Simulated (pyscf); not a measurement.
**Routes from `[AsH3]` + `[OH][SiH3]`**

Candidate steps break at most two bonds and form at most two. Each was searched with GFN2-xTB (tblite) first. Structures and frequencies: ωB97X-D3(BJ)/def2-SVP in PySCF. Energies: ωB97M-D3(BJ)/def2-TZVP, kJ/mol, from the separated reactants, singlet surface; ΔG‡ with ideal gas, 1 atm, RRHO with modes under 100 cm⁻¹ raised to 100, one conformer, R ln 2 for chiral ones without a mode under 150 cm⁻¹.

```tsv
products	type	ΔE‡	ΔE	ΔG‡ 298 K	ΔG‡ 900 K	ν‡ (cm⁻¹)
HO–AsH₂ + SiH₄	four-centre exchange	224.2	+115.5	272.1	367.3	452i
H₃Si–O–AsH₂ + H₂	four-centre exchange	250.4	+41.4	284.1	372.0	1417i
HO–SiH₂–AsH₂ + H₂	four-centre exchange	252.3	-3.3	291.9	380.1	1582i
```

Row 3: On the reactant side the descent ends in a complex (not fully relaxed), 16.9 kJ/mol under the separated species and 257.7 kJ/mol under the saddle at ωB97X-D3(BJ)/def2-TZVP. 

Plain bond fissions and candidates not yet searched are not listed, and one of them may be faster. Each barrier is that of the saddle found; lower ones may exist. Elements up to Kr have no core potential and no relativistic terms here.
